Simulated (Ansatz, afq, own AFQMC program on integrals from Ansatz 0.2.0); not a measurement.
Where AFQMC and coupled cluster stand for H$_{2}$O⁺, doublet

```csv
atom,x (Å),y (Å),z (Å)
O,0.0000,-0.0653,0.0000
H,0.0000,0.5184,-0.7615
H,0.0000,0.5184,0.7615
```

Basis 6-31G. Only valence electrons are correlated. Integrals, coupled cluster, full CI and functionals: Ansatz 0.2.0; the random walks run on the same integrals in our own AFQMC program. ph-AFQMC/CISD is guided by a CISD state made of CCSD amplitudes; releasing the constraint for a short imaginary time cuts its bias at the price of noise, slowly where states lie close. ± is one standard error of the sampling.

Determinant: UHF, the one that the program's search chose, which needn't be the lowest solution. The geometry is a PBE0/def2-TZVP stationary point of this or a neighbouring charge and spin state.

Full CI on the same integrals is exact in this basis and with this determinant's frozen core.

The T1 diagnostic is 0.0074. The weight of the determinant in the CISD state is 0.966, the ⟨S²⟩ of the determinant is 0.755 and the size of the correlated space is 7 electrons in 12 orbitals.

| level | correlation energy (eV) |
| --- | --- |
| MP2 | -2.4458 |
| CCSD | -2.7675 |
| CCSD(T) | -2.7857 |

(1) Estimate where AFQMC with the constraint released lies against CCSD(T) on the same integrals.

(1) 0.24 ± 0.05 kcal/mol below CCSD(T).

Reference: full CI, correlation energy -2.794 eV. The released energy is read at 2.40 1/Eh (meV from the phaseless value at times in 1/Eh: -2.4 ± 2.2 at 0.24, -1.9 ± 2.2 at 0.51, 1.4 ± 1.7 at 0.99, 2.0 ± 1.8 at 1.62, 0.2 ± 2.4 at 2.40).

```json
{"level": "CCSD(T)", "E − E(reference) (kcal/mol)": "0.19", "share of correlation (%)": "99.71"}
{"level": "CCSDT", "E − E(reference) (kcal/mol)": "0.11", "share of correlation (%)": "99.83"}
{"level": "CCSDT(Q)", "E − E(reference) (kcal/mol)": "0.01", "share of correlation (%)": "99.99"}
{"level": "CCSDTQ", "E − E(reference) (kcal/mol)": "0.00", "share of correlation (%)": "100.00"}
{"level": "ph-AFQMC/CISD", "E − E(reference) (kcal/mol)": "-0.06 ± 0.06", "share of correlation (%)": "100.09"}
{"level": "released AFQMC", "E − E(reference) (kcal/mol)": "-0.05 ± 0.05", "share of correlation (%)": "100.08"}
```

CCSDT and higher add their correlation energy to the determinant of the CCSD(T) run, since their own runs factorise the integrals more tightly (a shift of under 2 meV). A walk keeps the symmetry of its determinant, which the program's search chose and which needn't be the lowest solution, so a lower state of the same spin and another symmetry isn't excluded. Released energies are given only where the last usable release times agree within the noise; a slower fall can still hide under it.
